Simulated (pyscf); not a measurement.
7 group-13 steps of one kind (concerted two-bond exchange, closed-shell): barrier in kcal/mol, from the separated reactants or the lowest minimum found. Optimised with ωB97X-D3(BJ)/def2-SVP in PySCF. Functionals in def2-TZVP; the last column is ωB97M-D3(BJ)/def2-TZVP. Rows were drawn at random from the steps of this kind and element class whose saddle was verified and whose references are stable.

| step | PBE | PBE0-D3(BJ) | r²SCAN | ωB97M-D3(BJ) |
|---|---|---|---|---|
| H₃C–CH₂–CH₂–CH₂–AlH–NH₂ -> H₃C–CH₂–CH₂–Al(CH₃)–NH₂ | ___ | 84.7 | 78.7 | 88.7 |
| H₃C–CH₂–GaH₂ → H₃C–GaH–CH₃ | 72.7 | 79.3 | 73.4 | 79.9 |
| HN=GaH + H₃C–CH₃ → H₂N–GaH₂ + H₂C=CH₂ | 26.7 | 28.2 | 27.1 | 35.0 |
| HN=AlH + H₃C–CH₃ → H₂N–AlH₂ + H₂C=CH₂ | ___ | 22.5 | 20.9 | 29.9 |
| H₃C–GaH–CH₂–CH₂–CH₂–NH₂ → H₃C–CH₂–CH₂–Ga(CH₃)–NH₂ | 71.6 | 80.6 | 76.0 | 82.3 |
| O=AlH + H₃C–CH₃ → HO–AlH₂ + H₂C=CH₂ | 22.3 | 23.9 | 22.5 | 30.7 |
| H₃Si–In=AsH + H₂ → H₂As–In [singlet] + SiH₄ | 31.8 | 35.8 | 35.7 | 42.2 |

Q: What belongs in the gaps?

A: 
- H₃C–CH₂–CH₂–CH₂–AlH–NH₂ -> H₃C–CH₂–CH₂–Al(CH₃)–NH₂, PBE: 75.5
- HN=AlH + H₃C–CH₃ → H₂N–AlH₂ + H₂C=CH₂, PBE: 19.5

Differences from the last column (kcal/mol): PBE: mean -9.8, median -10.4, mean size 9.8, lower in 7 of 7; PBE0-D3(BJ): mean -4.8, median -6.3, mean size 4.8, lower in 7 of 7; r²SCAN: mean -7.7, median -7.9, mean size 7.7, lower in 7 of 7. PBE is closest for row 2 (7.1 kcal/mol apart) and farthest for row 1 (13.2 kcal/mol). PBE, r²SCAN and M06-2X carry no added dispersion term. The last column is a level with limits of its own. Each barrier is that of the saddle found. Elements up to Kr have no core potential and no relativistic terms here. Elements past Kr carry the def2 core potentials, without spin-orbit coupling.
